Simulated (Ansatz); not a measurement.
CH5FSi can be A, `FC[SiH3]`, or B, `C[SiH2]F`.

Calculated with Ansatz (gas phase, PBE0-D4/def2-TZVP geometries, no zero-point term in ΔE). CBS: MP2 limit from def2 TZ/QZ plus the TZ coupled-cluster correction, frozen cores. Functionals use def2-TZVPP.

Problem. Which isomer does CCSD(T)/CBS put lower? Give the gap. (An estimate is asked.)

Solution. The calculation gave: B, by 61.5 kcal/mol.

Problem. Give E(B) − E(A) in kcal/mol with CCSD(T)/def2-SVP, PBE0-D4, CCSD(T)/def2-TZVPP, PBE-D4, MP2/def2-TZVPP, ωB97M-V, BLYP-D4. (Best estimate.)

Solution. Ansatz gave: CCSD(T)/def2-SVP -55.1, PBE0-D4 -58.4, CCSD(T)/def2-TZVPP -60.5, PBE-D4 -56.5, MP2/def2-TZVPP -63.6, ωB97M-V -59.9, BLYP-D4 -57.0. None reverses the order clearly.

Problem. Does the order hold for the free energy at 298.15 K (harmonic terms from PBE0-D4)? (Estimate.)

Solution. Computed: Yes: G(B) − G(A) = -60.1 kcal/mol.

Largest T1 diagnostic: 0.011.

At CCSD(T), def2-SVP lies +6.4 kcal/mol from the extrapolated value and def2-TZVPP +1.0 kcal/mol. Leaving LDA and LC-ωPBE aside and taking each functional with its dispersion term where it has one, the values, not all of them listed here, spread over 5.4 kcal/mol, from PBE-QIDH to revPBE-D4.
